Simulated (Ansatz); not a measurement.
Geometry optimisation, Ansatz 0.2.0, RKS PBE-D4/def2-mTZVP.

Input file:

```yaml
crystal:
  periodic: [false, false, false]
  atoms:
    - { symbol: "N", position_ang: [-0.2053, -1.1553, -0.0852] }
    - { symbol: Al, position_ang: [-0.0833, 0.7894, -0.1257] }
    - { symbol: H, position_ang: [-0.07071, -1.46826, -0.98925] }
    - { symbol: H, position_ang: [-1.15603, -1.33876, 0.21474] }
    - { symbol: H, position_ang: [0.1724, 1.5433, -1.5255] }
    - { symbol: H, position_ang: [-0.1804, 1.6383, 1.2343] }
basis:
  gaussian: { orbitals: def2-mTZVP }
hamiltonian:
  xc: pbe
  dispersion: d4
relax:
  f_tol: 0.015
  max_steps: 40
```

Launched with:

```bash
$ ansatz run input.yaml --threads 1 --pin off --max-ram 2048MiB --backend cpu --events-out ev --progress --plain --runs-dir out
```

**Question.** Where does it end, and by what steps?

**Answer.** The forces met the threshold. After 5 steps the energy has fallen by 0.608 eV; H4 moved furthest, 0.50 Å.

```
step  energy less start (eV)  largest force component (eV/Å)  accepted
   0                  0.0000                           3.697       yes
   1                 -0.3335                           1.375       yes
   2                 -0.4459                           1.854       yes
   3                 -0.6010                           0.180       yes
   4                 -0.6060                           0.213       yes
   5                 -0.6079                           0.011       yes
```

```xyz
6
Properties=species:S:1:pos:R:3
N -0.431 -0.924 -0.257
Al -0.096 0.827 -0.174
H -0.297 -1.506 -1.082
H -0.783 -1.488 0.515
H 0.456 1.535 -1.493
H -0.373 1.564 1.214
```

Time of the run: 7.7 s on 1 thread of Arm Neoverse V1, with other jobs on the host, peak memory 0.1 GiB.
